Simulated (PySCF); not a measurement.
Level of theory: TPSSh-D3(BJ)/def2-TZVP // BP86-D3(BJ)/def2-SVP run with PySCF. All species are isolated molecules in the gas phase. 

Reference species (SMILES): `CSC` (neutral, multiplicity 1).

The dipole moment is 1.57 D and the HOMO is -5.65 eV.

Changed species: `O` (free ligand H2O; the reference has free ligand S(CH3)2).

Give the shifts of the dipole moment and HOMO.

the dipole moment rises by 0.52 D, to 2.09 D; the HOMO falls by 2.19 eV, to -7.84 eV.
